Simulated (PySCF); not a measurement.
# Spin states of NaB

Unrestricted PBE0; Na def2-SVPD, B def2-SVPD; no relativity (PySCF 2.14). Outer shells of the fragments: Na 3s1; B 2s2 2p1.

Followed along the bond (rough minima from three points):

```csv
2Ms+1,unpaired,⟨S²⟩ at the start,R at minimum (Å),Te (eV)
3,"σ ↑, π ↑",2.01,2.49,0.00
1,"σ ↓, π ↑",1.01,2.53,0.24
1,none,0.05,2.74,0.41
3,π ↑↑,2.01,2.28,0.60
1,π ↑↓,1.01,2.29,0.85
```

Solutions found at the starting distance of 2.390 Å, counted from the lowest of them; the search is not exhaustive and high or unbound solutions are not listed, so other states can lie among these:

| 2Ms+1 | unpaired | term | E (eV) | ⟨S²⟩ | ⟨Lz²⟩ | μ (D) |
| --- | --- | --- | --- | --- | --- | --- |
| 3 | σ ↑, π ↑ | ³Π | 0.00 | 2.01 | 1.00 | -5.94 |
| 1 | σ ↓, π ↑ | mixed | 0.25 | 1.01 | 1.01 | -5.64 |
| 1 | none | ¹Σ⁺ | 0.56 | 0.05 | 0.00 | -4.25 |
| 3 | π ↑↑ | ³Σ⁻ | 0.62 | 2.01 | 0.00 | -7.38 |
| 1 | π ↑↓ | mixed | 0.85 | 1.01 | 2.02 | -7.21 |
| 3 | σ ↑↑ | ³Σ⁺ | 1.55 | 2.00 | 0.00 | 4.35 |
| 1 | none | mixed | 1.73 | 0.00 | 2.00 | -6.23 |
| 3 | π ↑↑ | mixed | 3.34 | 2.01 | 2.01 | 2.07 |

A term symbol is given only where ⟨S²⟩ and ⟨Lz²⟩ are close to those of a pure state; real π, δ and φ orbitals otherwise mix terms. A positive dipole means Na(−)B(+).

Counting both spins, an empty level lies below a filled one in some of these solutions, because spin and occupation are held.
